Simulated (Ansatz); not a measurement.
# AlCF+ (quartet): from Hartree-Fock to the top rungs, cc-pVDZ

The task here is to estimate one member of a computed series from the others.

The runs use Ansatz 0.2.0, Gaussian basis; cc-pVDZ, core rule «outside noble gas», up to 7 orbitals frozen.

Plan: UHF; CCSD(T) on ROHF; CCSD(T) on UHF; BCCD(T) on ROHF; CISD; CCSDT(Q) on ROHF; CCSDT(Q) on UHF.

37 further runs of the same task are left out: 10 for a known fault of the program, 9 that didn't finish, 18 set aside as unsound or not needed.

## What is computed

The geometry is a PBE0/def2-TZVP stationary point (not a proven minimum) of the parent state, kept for this charge and spin.

3 atoms, charge 1, spin multiplicity 4.

Atoms are counted from 1 here; the program's logs count them from 0.

Bond lengths: C1–Al2 1.940 Å, Al2–F3 1.645 Å. Angles: C1–Al2–F3 180.0°.

The first run:

Contents of in.yaml:

```yaml
crystal:
  periodic: [false, false, false]
  atoms:
    - {symbol: C, position_ang: [0.000000, 0.000000, 1.841767]}
    - {symbol: Al, position_ang: [0.000000, 0.000000, -0.098433]}
    - {symbol: F, position_ang: [0.000000, 0.000000, -1.743333]}
basis:
  gaussian: {orbitals: cc-pVDZ}
total_charge: 1
magnetization: {spin_polarized: true, initial_magnetization: 3}
hamiltonian: {xc: hf}
output: {orbitals: {seedname: orbitals}}
```

On the command line:

```sh
$ ansatz run in.yaml --threads 1 --pin off --events-out ev --progress --plain --max-ram 2393MiB
```

Steps of the session up to this table: UHF; CCSD(T) on ROHF; CCSD(T) on UHF; BCCD(T) on ROHF; CISD; CCSDT(Q) on ROHF; CCSDT(Q) on UHF.

One table of the session follows, with a row left open; its other results are not shown here.

It belongs to the step «Misses and costs». 

```
   method  from UCCSDT(Q) (kcal/mol)
     ROHF                    +194.96
      UHF                    +194.02
     RMP2                     +16.09
     UMP2                     +16.24
     CISD                     +18.57
    RCCSD                      +5.25
    UCCSD                      +5.21
 RCCSD(T)                      +1.12
 UCCSD(T)                      +1.10
  BCCD(T)                      +0.99
   RCCSDT                          ?
   UCCSDT                      +0.47
RCCSDT(Q)                      +0.12
UCCSDT(Q)                          0
```

Estimate the missing values for RCCSDT.

The run gave: from UCCSDT(Q) (kcal/mol): +0.49. In the column «from UCCSDT(Q) (kcal/mol)» it lies between UCCSDT (+0.47) and BCCD(T) (+0.99).

To keep in mind: Restricted and unrestricted rows rest on different reference determinants; where their highest levels disagree by more than a few hundredths of an eV, they describe different states and don't form one ladder.
